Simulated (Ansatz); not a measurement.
# Al₂NH+ (quartet): wave-function methods side by side, cc-pVDZ

How much of the correlation energy of Al₂NH+ (quartet) does each wave-function method recover here?

The runs use Ansatz 0.2.0, Gaussian basis; cc-pVDZ, core rule «outside noble gas», up to 11 orbitals frozen.

To be run: UHF; CCSD(T) on ROHF; CCSD(T) on UHF; BCCD(T) on ROHF; CISD; CCSDT(Q) on ROHF; CCSDT(Q) on UHF.

20 further runs of the same task are left out: 2 for a mislabelled method, 8 that didn't finish, 10 set aside as unsound or not needed.

### Step 1. The system

The geometry is a PBE0/def2-TZVP stationary point (not a proven minimum) of the parent state, kept for this charge and spin.

4 atoms, charge 1, spin multiplicity 4.

Atoms are counted from 1 here; the program's logs count them from 0.

Bond lengths: Al1–Al2 2.591 Å, Al1–H4 1.603 Å, Al2–N3 1.750 Å. Angles: Al2–Al1–H4 120.6°, Al1–Al2–N3 159.8°.

### Step 2. UHF

in.yaml reads:

```yaml
crystal:
  periodic: [false, false, false]
  atoms:
    - {symbol: Al, position_ang: [0.000000, -0.162621, 1.857018]}
    - {symbol: Al, position_ang: [0.000000, 0.205260, -0.708096]}
    - {symbol: N, position_ang: [0.000000, -0.160437, -2.419003]}
    - {symbol: H, position_ang: [0.000000, 1.088104, 2.859862]}
basis:
  gaussian: {orbitals: cc-pVDZ}
total_charge: 1
magnetization: {spin_polarized: true, initial_magnetization: 3}
hamiltonian: {xc: hf}
output: {orbitals: {seedname: orbitals}}
```

On the command line:

```sh
ansatz run in.yaml --threads 1 --pin off --events-out ev --progress --plain --max-ram 2393MiB
```

Further steps of the session: CCSD(T) on ROHF; CCSD(T) on UHF; BCCD(T) on ROHF; CISD; CCSDT(Q) on ROHF; CCSDT(Q) on UHF.

Before running them: what should the planned runs give, taken together? Wanted: UCCSDT(Q) below the RHF energy; RMP2 from UCCSDT(Q); UMP2 from UCCSDT(Q); RCCSD from UCCSDT(Q); RCCSD(T) from UCCSDT(Q); UCCSD(T) from UCCSDT(Q); RCCSDT(Q) from UCCSDT(Q); T1 diagnostic.

**Answer**, as computed:

| quantity | value |
| --- | --- |
| UCCSDT(Q) below the RHF energy | -6.1992 eV |
| RMP2 from UCCSDT(Q) | +1339.5 meV |
| UMP2 from UCCSDT(Q) | +1325.8 meV |
| RCCSD from UCCSDT(Q) | +213.1 meV |
| RCCSD(T) from UCCSDT(Q) | +57.2 meV |
| UCCSD(T) from UCCSDT(Q) | +55.3 meV |
| RCCSDT(Q) from UCCSDT(Q) | +2.7 meV |
| levels within 1 kcal/mol (43 meV) | RCCSDT, UCCSDT, RCCSDT(Q) |
| T1 diagnostic | 0.040 |

What this shows: RCCSD(T) lands +57.2 meV from the yardstick (0.9 % of the correlation energy). These misses are within one basis, not against nature; the frozen cores of restricted and unrestricted runs differ, which can shift their rows.
